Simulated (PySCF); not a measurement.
Basis-set dependence of population analyses: `C=C[S@@](C)=O`

Compound: C3H6OS.
Numbering: `[CH2:1]=[CH:2][S@@:3]([CH3:4])=[O:5]` (hydrogens: H6, H7 on C1; H8 on C2; H9, H10, H11 on C4)

Cartesian coordinates in Å at the PBE0-D3(BJ)/def2-SVP level; atoms count from 1:
```xyz
11
C3H6OS angstrom
C     -1.9228   -0.0568   -0.0818
C     -0.8454   -0.0641    0.6957
S      0.5126    1.0252    0.2497
C      1.7304   -0.2923   -0.0485
O      0.1786    1.6013   -1.0958
H     -1.9162    0.5676   -0.9831
H     -2.8062   -0.6554    0.1529
H     -0.7399   -0.6230    1.6316
H      1.3346   -0.9429   -0.8403
H      2.6480    0.2078   -0.3872
H      1.9244   -0.8528    0.8774
```

PBE0 throughout (PySCF), one geometry, spherical d and f functions. One conformer (not necessarily the lowest) at the PBE0-D3(BJ)/def2-SVP geometry, without solvent, vibrations or thermal averaging. The first 7 of 9 kinds of atom are listed.

Mulliken charges (e):

```
        basis  functions      C1      C2      S3      C4      O5      H6      H7
       STO-3G         35  -0.175  -0.206  +0.627  -0.337  -0.453  +0.099  +0.088
        6-31G         61  -0.301  -0.462  +0.929  -0.743  -0.720  +0.234  +0.186
     pcSseg-0         61  -0.348  -0.545  +0.942  -0.867  -0.815  +0.271  +0.245
       6-31G*         86  -0.353  -0.377  +0.817  -0.729  -0.646  +0.231  +0.192
     def2-SVP        104  -0.030  -0.215  +0.478  -0.168  -0.581  +0.099  +0.073
      cc-pVDZ        104  +0.015  -0.265  +0.547  -0.207  -0.536  +0.080  +0.061
  aug-cc-pVDZ        173  +0.417  +0.632  +0.942  +0.177  -0.916  -0.292  -0.326
6-311+G(2d,p)        179  -0.419  +0.010  +0.550  -0.581  -0.558  +0.179  +0.136
    def2-TZVP        197  -0.266  -0.193  +0.480  -0.383  -0.542  +0.179  +0.141
      cc-pVTZ        238  -0.236  -0.187  +0.497  -0.285  -0.525  +0.148  +0.136
     IGLO-III        244  -0.260  -0.170  +0.785  -0.504  -0.677  +0.148  +0.111
```

IAO charges (e):

```tsv
basis	functions	C1	C2	S3	C4	O5	H6	H7
STO-3G	35	-0.267	-0.297	+0.829	-0.523	-0.580	+0.144	+0.140
6-31G	61	-0.290	-0.322	+0.946	-0.575	-0.814	+0.186	+0.171
pcSseg-0	61	-0.274	-0.329	+0.929	-0.575	-0.787	+0.178	+0.166
6-31G*	86	-0.283	-0.339	+1.092	-0.575	-0.883	+0.177	+0.161
def2-SVP	104	-0.279	-0.333	+1.084	-0.559	-0.882	+0.174	+0.158
cc-pVDZ	104	-0.289	-0.337	+1.084	-0.571	-0.873	+0.177	+0.162
aug-cc-pVDZ	173	-0.299	-0.335	+1.098	-0.573	-0.908	+0.183	+0.168
6-311+G(2d,p)	179	-0.299	-0.344	+1.129	-0.585	-0.921	+0.183	+0.167
def2-TZVP	197	-0.298	-0.348	+1.145	-0.590	-0.925	+0.182	+0.166
cc-pVTZ	238	-0.299	-0.344	+1.125	-0.588	-0.912	+0.182	+0.166
IGLO-III	244	-0.300	-0.347	+1.143	-0.590	-0.926	+0.183	+0.167
```

Hirshfeld charges (e):

```
        basis  functions      C1      C2      S3      C4      O5      H6      H7
       STO-3G         35  -0.065  -0.086  +0.422  -0.075  -0.360  +0.036  +0.033
        6-31G         61  -0.076  -0.083  +0.350  -0.110  -0.417  +0.055  +0.062
     pcSseg-0         61  -0.077  -0.086  +0.386  -0.119  -0.401  +0.047  +0.060
       6-31G*         86  -0.076  -0.075  +0.296  -0.107  -0.370  +0.054  +0.059
     def2-SVP        104  -0.084  -0.079  +0.343  -0.124  -0.367  +0.048  +0.058
      cc-pVDZ        104  -0.083  -0.077  +0.322  -0.121  -0.353  +0.048  +0.057
  aug-cc-pVDZ        173  -0.089  -0.083  +0.319  -0.133  -0.356  +0.050  +0.061
6-311+G(2d,p)        179  -0.085  -0.084  +0.310  -0.126  -0.356  +0.051  +0.060
    def2-TZVP        197  -0.086  -0.080  +0.304  -0.128  -0.349  +0.050  +0.060
      cc-pVTZ        238  -0.086  -0.079  +0.309  -0.130  -0.350  +0.050  +0.060
     IGLO-III        244  -0.090  -0.082  +0.322  -0.133  -0.351  +0.048  +0.060
```

ESP-fitted charges (e):

```csv
basis,functions,C1,C2,S3,C4,O5,H6,H7
STO-3G,35,-0.172,-0.117,+0.363,-0.498,-0.344,+0.104,+0.081
6-31G,61,-0.195,-0.229,+0.374,-0.623,-0.506,+0.177,+0.133
pcSseg-0,61,-0.171,-0.294,+0.410,-0.716,-0.478,+0.164,+0.135
6-31G*,86,-0.251,-0.184,+0.285,-0.579,-0.406,+0.180,+0.144
def2-SVP,104,-0.192,-0.219,+0.319,-0.543,-0.423,+0.156,+0.127
cc-pVDZ,104,-0.225,-0.198,+0.299,-0.504,-0.406,+0.164,+0.135
aug-cc-pVDZ,173,-0.263,-0.179,+0.285,-0.636,-0.415,+0.183,+0.148
"6-311+G(2d,p)",179,-0.285,-0.177,+0.277,-0.628,-0.414,+0.195,+0.156
def2-TZVP,197,-0.277,-0.176,+0.276,-0.601,-0.405,+0.188,+0.152
cc-pVTZ,238,-0.268,-0.173,+0.276,-0.573,-0.403,+0.182,+0.148
IGLO-III,244,-0.279,-0.175,+0.280,-0.600,-0.408,+0.187,+0.154
```

Problem. Which scheme is steadiest as the basis changes?

Solution. Largest range over the bases for any column: Hirshfeld 0.13 e, ESP-fitted 0.22 e, IAO 0.35 e, Mulliken 1.18 e. Hirshfeld charges move least and Mulliken charges most, counted in e. Without the minimal STO-3G basis the ranges are Hirshfeld 0.09, ESP-fitted 0.21, IAO 0.22, Mulliken 1.18 e.

Problem. How much do the charges still move between the two largest bases, cc-pVTZ and IGLO-III?

Solution. At most, over all atoms: Mulliken 0.288 e, IAO 0.018 e, Hirshfeld 0.013 e, ESP-fitted 0.027 e.

Problem. What do the same runs give for the total energy, the frontier levels and the dipole moment?

Solution. 
```csv
basis,energy (Eh),HOMO (eV),LUMO (eV),μ (D)
STO-3G,-583.9622,-1.78,3.25,2.60
6-31G,-590.7316,-6.35,-0.23,4.21
pcSseg-0,-589.9157,-6.38,-0.48,3.95
6-31G*,-590.8776,-6.46,-0.16,3.61
def2-SVP,-590.6282,-6.53,-0.42,3.64
cc-pVDZ,-590.9070,-6.45,-0.33,3.54
aug-cc-pVDZ,-590.9323,-6.78,-0.71,3.79
"6-311+G(2d,p)",-590.9858,-6.84,-0.73,3.81
def2-TZVP,-591.0123,-6.79,-0.63,3.69
cc-pVTZ,-591.0034,-6.72,-0.55,3.64
IGLO-III,-591.0115,-6.81,-0.67,3.72
```

The dipole is fixed by the density alone, so its range of 1.61 D shows that the density itself changes with the basis, not only its division among atoms.
